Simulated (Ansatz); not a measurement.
System: CHO, charge 0, doublet. CHO (SMILES [CH]=O, doublet).
B3LYP-D3(BJ)/def2-TZVP minimum from Ansatz (a first-principles code):
```xyz
3

C      0.0497     0.5837    -0.0011
O      0.0741    -0.5878    -0.0009
H     -0.8911     1.2003     0.0145
```
Charge 0, spin multiplicity 2.

Quantity: atomisation energy (electronic, to ground-state atoms), in kcal/mol. Open shells are spin-unrestricted; no spin-orbit coupling. CBS(X,Y): correlation extrapolated as X^-3, Hartree-Fock from the larger set (Q,5: extrapolated as (X+1)exp(-9√X)). A bracket is a step between two methods taken in the basis named. The functionals are non-relativistic, so their misses hold any scalar relativity. 'core' is core correlation in cc-pwCVTZ, 'X2C' scalar relativity in cc-pVTZ-DK, both at CCSD(T). Where a partner has so few electrons that a lower coupled-cluster level is exact, that level stands in.

CCSD(T)/CBS(cc-pVQZ,cc-pV5Z) + [CCSDT(Q) - CCSD(T)]/cc-pVTZ + [CCSDTQ - CCSDT(Q)]/cc-pVDZ + core + X2C (Ansatz) gives 279.1 kcal/mol.

**Question.** What does PBE/def2-TZVPD (Ansatz) give here, and how do the other levels compare?

**Answer.** PBE gives 294.7 kcal/mol, 15.6 kcal/mol above it. Differences of the others: r2SCAN/def2-TZVPD (Ansatz) 3.0; B3LYP/def2-TZVPD (Ansatz) 0.9; PBE0/def2-TZVPD (Ansatz) 1.1; wB97M-V/def2-TZVPD (Ansatz) 0.5; CCSD(T)/CBS(cc-pVQZ,cc-pV5Z) + core + X2C (Ansatz) -0.3 kcal/mol. Nearer than PBE: r2SCAN/def2-TZVPD, B3LYP/def2-TZVPD, PBE0/def2-TZVPD, wB97M-V/def2-TZVPD, CCSD(T)/CBS(cc-pVQZ,cc-pV5Z) + core + X2C.
